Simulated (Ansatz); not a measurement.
Basis-set extrapolation for NO2, SMILES `O=[N+][O-]` radical (PBE0-D4/def2-TZVP geometry, frozen core, Ansatz). Multiplicity 2, UHF reference.

```tsv
	cc-pV(T+d)Z	cc-pV(Q+d)Z
HF	-204.112747	-204.128712
MP2 correlation	-0.665790	-0.714762
CCSD(T) correlation	-0.686686	-0.733386
```

Energies in hartree. Use E(X) = E(∞) + A·exp(−5.46·√X) for Hartree–Fock and E(X) = E(∞) + B·X^(−3.05) for correlation, with X = 3 and 4.

Problem. What is the CCSD(T) energy at the basis-set limit?

Solution. HF limit: -204.128712 + (-0.015965) × 0.30130 = -204.13352. Correlation limit: -0.733386 + (-0.046700) × 0.71189 = -0.76663. Total: -204.90015 hartree, 63.2 kcal/mol below CCSD(T)/cc-pV(T+d)Z.
